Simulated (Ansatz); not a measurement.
## How basis sets differ on CS (carbon monosulfide)

The species is CS (2 atoms), meant as a singlet with charge 0. SMILES: `[C-]#[S+]`. Geometry: the measured bond length. The run starts from this shape.

```xyz
2

C     0.0000    0.0000    0.0000
S     0.0000    0.0000    1.5349
```

Each level gives the adiabatic ionisation energy (to the doublet cation, no zero-point term) (eV). The values are calculated.

| level | kind | program | value (eV) |
| --- | --- | --- | --- |
| HF/STO-3G | Hartree–Fock | Ansatz | 6.64 |
| HF/3-21G | Hartree–Fock | Ansatz | 9.91 |
| HF/6-31G* (Cartesian functions) | Hartree–Fock | Ansatz | 9.88 |
| HF/cc-pVTZ | Hartree–Fock | Ansatz | 9.89 |

The values span 6.64 to 9.91 eV. Spin contamination of the reference (⟨S²⟩ at least 0.1 too high) touches HF/STO-3G, HF/3-21G, HF/6-31G*, HF/cc-pVTZ.
